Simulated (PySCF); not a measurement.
Isomers of C5H11F, from PBE0-D3(BJ)/def2-SVP geometry optimisation, gas phase in PySCF. One conformer each, no zero-point energy, no frequencies.

Question: Which isomer lies lowest at this level?
A. `[CH3:1][CH2:2][C@@H:3]([CH3:4])[CH2:5][F:6]` with C1–C2–C3–C4 175°, C2–C3–C5–F6 -60°: A = 4070, B = 2760, C = 1988 MHz, dipole 1.59 D
B. `[CH3:1][CH2:2][CH2:3][CH2:4][CH2:5][F:6]` with C1–C2–C3–C4 179°, C2–C3–C4–C5 176°, C3–C4–C5–F6 -61°: A = 9179, B = 1361, C = 1267 MHz, dipole 1.67 D
C. 1-fluoro-2,2-dimethyl-propane (`CC(C)(C)CF`): A = 4431, B = 2592, C = 2590 MHz, dipole 1.60 D
D. `[CH3:1][CH:2]([CH3:3])[C@@H:4]([CH3:5])[F:6]` with C1–C2–C4–C5 176°: A = 4522, B = 2727, C = 2301 MHz, dipole 1.66 D
E. `[CH3:1][CH2:2][C:3]([CH3:4])([CH3:5])[F:6]` with C1–C2–C3–C4 58° (2-fluoro-2-methylbutane): A = 4594, B = 2626, C = 2555 MHz, dipole 1.70 D

Answer: E. That is `CCC(C)(C)F` (2-fluoro-2-methylbutane), 2.9 kcal/mol below the next.

```json
{"SMILES": "CCC(C)(C)F", "mapped SMILES": "[CH3:1][CH2:2][C:3]([CH3:4])([CH3:5])[F:6]", "E (Eh)": "-296.46451", "relative (kcal/mol)": "0.0", "relative (kJ/mol)": "0.0", "dipole (D)": "1.70"}
{"SMILES": "CC(C)[C@@H](C)F", "mapped SMILES": "[CH3:1][CH:2]([CH3:3])[C@@H:4]([CH3:5])[F:6]", "E (Eh)": "-296.45996", "relative (kcal/mol)": "2.9", "relative (kJ/mol)": "12.0", "dipole (D)": "1.66"}
{"SMILES": "CC(C)(C)CF", "mapped SMILES": "[CH3:1][C:2]([CH3:3])([CH3:4])[CH2:5][F:6]", "E (Eh)": "-296.45689", "relative (kcal/mol)": "4.8", "relative (kJ/mol)": "20.0", "dipole (D)": "1.60"}
{"SMILES": "CC[C@@H](C)CF", "mapped SMILES": "[CH3:1][CH2:2][C@@H:3]([CH3:4])[CH2:5][F:6]", "E (Eh)": "-296.45338", "relative (kcal/mol)": "7.0", "relative (kJ/mol)": "29.2", "dipole (D)": "1.59"}
{"SMILES": "CCCCCF", "mapped SMILES": "[CH3:1][CH2:2][CH2:3][CH2:4][CH2:5][F:6]", "E (Eh)": "-296.45237", "relative (kcal/mol)": "7.6", "relative (kJ/mol)": "31.9", "dipole (D)": "1.67"}
```
